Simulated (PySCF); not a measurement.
Species: 2,5-dihydrofuran, C₄H₆O.
Z-matrix (Å and degrees, GFN2-xTB geometry), rows numbered from 1:
```
C 
C   1  1.3206
C   2  1.4971  1  109.57
O   3  1.4199  2  105.52  1     0.17
C   4  1.4199  3  109.82  2    -0.23
H   1  1.0734  2  128.43  3   179.91
H   2  1.0734  1  128.43  3  -179.93
H   3  1.0996  2  112.03  1  -119.01
H   3  1.0993  2  112.07  1   119.31
H   5  1.0996  1  112.06  2   119.11
H   5  1.0994  1  112.04  2  -119.21
```

The computed photoelectron lines, unassigned: C 1s: 290.53 (area 2), 292.15 (area 2) eV; O 1s: 538.22 eV.

Method used: PySCF, delta-SCF UKS SCAN, pcX-2 on the ionised atom, pcseg-1 elsewhere, spin-free X2C. Isolated species at its GFN2-xTB geometry, gas phase.

Assign the C 1s lines to atoms.

290.53 eV: C1/C2 (alkene CH carbon); 292.15 eV: C3/C5 (sp3 carbon bound to oxygen). The listed C 1s values span 1.62 eV, from C1/C2 (bonded to C (double bond), C and H) to C3/C5 (bonded to O, C and 2 H).

Bonded neighbours of each site: C1/C2: C (double bond), C and H; C3/C5: O, C and 2 H; O4: 2 C.

Express the binding energy of C 1s of C3/C5 in atomic units and per mole.

292.15 eV = 10.7363 Eh = 28188 kJ/mol.

The first atom of each set that the bonding makes equivalent was ionised and stands for the set.
